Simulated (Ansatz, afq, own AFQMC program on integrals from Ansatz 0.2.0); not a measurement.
## CH2, triplet in def2-TZVP, levels against CCSDT(Q)

```yaml
atoms:
  - { symbol: C, position_ang: [-0.0642, -0.0529, -0.0797] }
  - { symbol: H, position_ang: [-0.5279, 0.6410, -0.7802] }
  - { symbol: H, position_ang: [-0.1000, -1.1336, 0.0561] }
```

Basis def2-TZVP. Only valence electrons are correlated. Ansatz 0.2.0 and our own AFQMC program on the same integrals; the CISD trial comes from CCSD amplitudes, and released means the phaseless constraint is let go. Error bars are statistical, one sigma.

Determinant: UHF, the one that the program's search chose, which needn't be the lowest solution. The geometry is a PBE0/def2-SVP stationary point of this or a neighbouring charge and spin state.

No full CI on the walks' own integrals is used here; CCSDT(Q) serves as the reference and is uncertain by about the last step of the cluster series.

```
T1 diagnostic                               : 0.0116
weight of the determinant in the CISD state : 0.947
⟨S²⟩ of the determinant                     : 2.017
size of the correlated space                : 6 electrons in 42 orbitals
```

Reference: CCSDT(Q), correlation energy -3.704 eV. The released energy is read at 2.40 1/Eh (meV from the phaseless value at times in 1/Eh: -0.3 ± 1.0 at 0.24, -0.3 ± 1.0 at 0.51, -0.7 ± 0.7 at 0.99, -1.9 ± 0.9 at 1.62, -1.5 ± 1.3 at 2.40).

```
         level  E − E(reference) (kJ/mol)  share of correlation (%)
            HF                      357.4                      0.00
           MP2                       62.1                     82.63
          CCSD                        9.8                     97.25
       CCSD(T)                        1.5                     99.58
         CCSDT                        0.2                     99.95
 ph-AFQMC/CISD                  0.1 ± 0.1                     99.97
released AFQMC                  0.0 ± 0.1                    100.01
```

A walk keeps the symmetry of its determinant, which the program's search chose and which needn't be the lowest solution, so a lower state of the same spin and another symmetry isn't excluded. Released energies are given only where the last usable release times agree within the noise; a slower fall can still hide under it.
